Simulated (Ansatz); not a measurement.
Input file:

```yaml
crystal:
  periodic: [false, false, false]
  atoms:
    - {symbol: O, position_ang: [0.000000, 0.000000, 0.000000]}
    - {symbol: Na, position_ang: [0.000000, 0.000000, 6.651000]}
basis:
  gaussian: {orbitals: cc-pVDZ}
total_charge: 1
magnetization: {spin_polarized: false}
correlation: {method: bccd_t, electrons: outside_noble_gas}
accuracy: high
```

```sh
$ ansatz run in.yaml --threads 1 --pin off --events-out ev --progress --plain --max-ram 2393MiB
```

Log:

```
519 factors; integrals over basis functions are off by at most 3.0e-9 eV
mean field evaluation 1: about -6429.6563 eV, gradient 2.7e1 eV
mean field evaluation 2: about -6429.6566 eV, gradient 2.7e1 eV
mean field evaluation 4: about -6431.0559 eV, gradient 1.9e-1 eV
mean field evaluation 8: about -6431.0556 eV, gradient 2.0e-4 eV
mean field evaluation 16: about -6431.0555 eV, gradient 1.9e-1 eV
mean field evaluation 32: about -6431.0200 eV, gradient 1.6e-8 eV
mean field evaluation 64: about -6431.0178 eV, gradient 6.6e-1 eV
mean field evaluation 96: about -6431.0556 eV, gradient 1.2e-3 eV
mean field -6431.05558529 eV, -236.3369336334 hartree, gradient 8.3e-9 eV, S^2 0.000000; 8 other end points of the search recorded, 0 dependent functions left out; unrestricted orbitals would lower it
mean field evaluation 128: about -6433.4950 eV, gradient 2.2e-1 eV
determinant -6431.05558529 eV, -236.3369336334 hartree, with singles and doubles -6435.23832339 eV, -236.4906464234 hartree
determinant -6431.01995276 eV, -236.3356241620 hartree, with singles and doubles -6435.20920657 eV, -236.4895763999 hartree
determinant -6431.05558529 eV, -236.3369336334 hartree, with singles and doubles -6435.24392558 eV, -236.4908523000 hartree
determinant -6431.01995276 eV, -236.3356241620 hartree, with singles and doubles -6435.21514875 eV, -236.4897947710 hartree
unrestricted determinant -6433.49599847 eV, -236.4266171636 hartree, S^2 1.0052
6 core orbitals not correlated: weight in the atoms' cores, before any rotation towards them, 1.000 or more for the frozen orbitals, at most 0.000 for the correlated occupied ones
reference -6431.05558529 eV, -236.3369336334 hartree; 3, 3 occupied and 23, 23 virtual orbitals, 519 factors
second order -3.24060568 eV of doubles, -0.00000000 eV of singles
cycle   1  -4.18806560 eV  change    2.7e-4 eV  update   1.9e-4
...
cycle  13  -4.18795221 eV  change   -2.7e-6 eV  update   3.2e-7
cycle  14  -4.18795196 eV  change    2.5e-7 eV  update   1.9e-7
cycle  15  -4.18795241 eV  change   -4.5e-7 eV  update   1.1e-7
cycle  16  -4.18795254 eV  change   -1.3e-7 eV  update   4.7e-8
cycle  17  -4.18795254 eV  change   -3.8e-9 eV  update   2.2e-8
cycle  18  -4.18795255 eV  change   -7.2e-9 eV  update   1.3e-8
cycle  19  -4.18795255 eV  change  -2.3e-10 eV  update   3.4e-9
cycle  20  -4.18795255 eV  change   7.2e-10 eV  update   1.4e-9
cycle  21  -4.18795255 eV  change  -1.3e-10 eV  update  7.5e-10
cycle  22  -4.18795255 eV  change  -4.1e-14 eV  update  2.6e-10
perturbative correction -0.20009177 eV, -0.0073532368 hartree
Total energy: -6435.44362960 eV, -236.4981912876 hartree
```

Ran on 1 thread of Arm Neoverse V1, shared host: 1.1 s wall, 0.16 GiB peak host memory.
